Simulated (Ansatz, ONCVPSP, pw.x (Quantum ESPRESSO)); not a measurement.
# pw.x on fcc Al: one setting changed

Potential: optimised norm-conserving Vanderbilt (ONCV), ONCVPSP 4.0.1.1 (patched build), LDA (Perdew-Wang 92); core [Ne], reference 3s2 3p1; waves: 3s: rc 2.25 bohr, ncon 4, nbas 8, qcut 2.6 1/bohr, 2 projectors, debl 0.7 Ha; 3p: rc 1.80 bohr, ncon 4, nbas 9, qcut 5.6 1/bohr, local; d scattering state at 0.05 Ha: rc 1.80 bohr, ncon 4, nbas 8, qcut 4.8 1/bohr, 2 projectors, debl 2.2 Ha; local part: the p channel; core correction: polynomial model core, fcfact 0.4.

The reference run (k-mesh 14³, cutoffs 75/300 Ry, Fermi–Dirac 0.01 Ry, mixing_beta 0.4, conv_thr 1e-9, no spin) gives -0.87 GPa at 15.842 Å³/atom, where all-electron LAPW gives -0.23 GPa. This run, with its own iteration cap, changes startingwfc to random.

```
&control
  calculation='scf', prefix='x', pseudo_dir='./', outdir='./tmp', tstress=.true., disk_io='none'
/
&system
  ibrav=0, nat=1, ntyp=1, ecutwfc=75, ecutrho=300, nbnd=8,
  occupations='smearing', smearing='fd', degauss=0.01
/
&electrons
  conv_thr=1e-09, mixing_beta=0.4, electron_maxstep=60, startingwfc='random'
/
ATOMIC_SPECIES
Al 1.0 Al.UPF
CELL_PARAMETERS angstrom
  0.00000000 1.99339488 1.99339488
  1.99339488 0.00000000 1.99339488
  1.99339488 1.99339488 0.00000000
ATOMIC_POSITIONS crystal
Al 0.0000 0.0000 0.0000
K_POINTS automatic
14 14 14 0 0 0
```

```bash
pw.x < Al.scf.in > Al.scf.out
```

Q: How does the run end?

A: It converges in 6 iterations; the free energy moves by +0.0 meV/atom and the pressure by +0.00 GPa. The result is that of the reference run.

```
Message from routine setup:
     using ibrav=0 with symmetry is DISCOURAGED, use correct ibrav instead
     lattice parameter (alat)  =       5.3273  a.u.
     unit-cell volume          =     106.9071 (a.u.)^3
     number of electrons       =         3.00
     number of Kohn-Sham states=            8
     kinetic-energy cutoff     =      75.0000  Ry
     charge density cutoff     =     300.0000  Ry
     scf convergence threshold =      1.0E-09
     Exchange-correlation= SLA  PW   NOGX NOGC
     number of k points=   104  Fermi-Dirac smearing, width (Ry)=  0.0100
     iteration #  1     ecut=    75.00 Ry     beta= 0.40
     total energy              =      -5.82835751 Ry
     estimated scf accuracy    <       0.00654428 Ry
     iteration #  2     ecut=    75.00 Ry     beta= 0.40
     total energy              =      -5.82737128 Ry
     estimated scf accuracy    <       0.00207553 Ry
     iteration #  3     ecut=    75.00 Ry     beta= 0.40
     total energy              =      -5.82746561 Ry
     estimated scf accuracy    <       0.00000382 Ry
     iteration #  4     ecut=    75.00 Ry     beta= 0.40
     total energy              =      -5.82746776 Ry
     estimated scf accuracy    <       0.00000004 Ry
     iteration #  5     ecut=    75.00 Ry     beta= 0.40
     total energy              =      -5.82746778 Ry
     estimated scf accuracy    <          7.8E-09 Ry
     iteration #  6     ecut=    75.00 Ry     beta= 0.40
     the Fermi energy is     8.0955 ev
!    total energy              =      -5.82746778 Ry
     estimated scf accuracy    <          2.3E-10 Ry
     smearing contrib. (-TS)   =      -0.00200857 Ry
     The total energy is F=E-TS. E is the sum of the following terms:
     one-electron contribution =       3.03518142 Ry
     hartree contribution      =       0.00596705 Ry
     xc contribution           =      -3.38955922 Ry
     ewald contribution        =      -5.47704846 Ry
     convergence has been achieved in   6 iterations
          total   stress  (Ry/bohr**3)                   (kbar)     P=       -8.67
     Message from routine punch:
     Nothing written, as per user request (disk_io='none')
```

The run took about 19 s on one core of a shared host (Neoverse-N1, 64 threads, 124 GiB, load 60).
